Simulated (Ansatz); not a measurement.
Compare A (`NC1=CSC1`) with its isomer B (`CC1=NCS1`).

Program: Ansatz. Geometries: PBE0-D4/def2-TZVP. ΔE: electronic, gas phase. CBS: MP2 limit from def2 TZ/QZ plus the TZ coupled-cluster correction, frozen cores. DFT in def2-TZVPP. B3LYP here is the variant with VWN-RPA as its local correlation; programs differ in this. One conformer a species, not always the lowest.

Question: Which is lower in electronic energy at CCSD(T)/CBS, and by how much? (Estimate.)

Answer: The calculation gave: B, by 6.9 kcal/mol.

Question: Give E(B) − E(A) in kcal/mol with CCSD/def2-TZVPP, PBE0-D4, B3LYP-D4, HF/def2-TZVPP, CCSD(T)/def2-TZVPP, MP2/def2-TZVPP, r2SCAN-D4. (Estimate.)

Answer: The calculation gave: CCSD/def2-TZVPP -7.6, PBE0-D4 -5.9, B3LYP-D4 -6.9, HF/def2-TZVPP -7.4, CCSD(T)/def2-TZVPP -8.1, MP2/def2-TZVPP -7.6, r2SCAN-D4 -7.5. None reverses the order clearly.

Largest T1 diagnostic: 0.013.

From PBE to PBE0 (25 % exact exchange), in def2-TZVPP and without D4, E(B) − E(A) moves by +1.0 kcal/mol.
